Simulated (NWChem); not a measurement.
Species: ammonia (NH₃); SMILES N

All runs: NWChem. Each level has its own optimisation; frequencies are unscaled.

```json
[
 {"level": "PBE/3-21G", "basis functions": "15", "r H–N (Å)": "1.033", "highest harmonic frequency (cm⁻¹)": "3438", "lowest (cm⁻¹)": "760", "zero-point energy (kcal/mol)": "20.5", "dipole (D)": "1.96"},
 {"level": "PBE/pcseg-1", "basis functions": "29", "r H–N (Å)": "1.029", "highest harmonic frequency (cm⁻¹)": "3486", "lowest (cm⁻¹)": "1056", "zero-point energy (kcal/mol)": "20.9", "dipole (D)": "1.81"},
 {"level": "PBE/aug-pcseg-1", "basis functions": "50", "r H–N (Å)": "1.027", "highest harmonic frequency (cm⁻¹)": "3494", "lowest (cm⁻¹)": "?", "zero-point energy (kcal/mol)": "20.8", "dipole (D)": "?"},
 {"level": "PBE/pcseg-2", "basis functions": "72", "r H–N (Å)": "1.022", "highest harmonic frequency (cm⁻¹)": "3508", "lowest (cm⁻¹)": "1042", "zero-point energy (kcal/mol)": "21.0", "dipole (D)": "1.63"},
 {"level": "PBE/def2-TZVPP", "basis functions": "73", "r H–N (Å)": "1.022", "highest harmonic frequency (cm⁻¹)": "3509", "lowest (cm⁻¹)": "1033", "zero-point energy (kcal/mol)": "21.0", "dipole (D)": "1.62"}
]
```

Task: Complete the blanks.

Result: 
- PBE/aug-pcseg-1, lowest (cm⁻¹): 1024
- PBE/aug-pcseg-1, dipole (D): 1.49
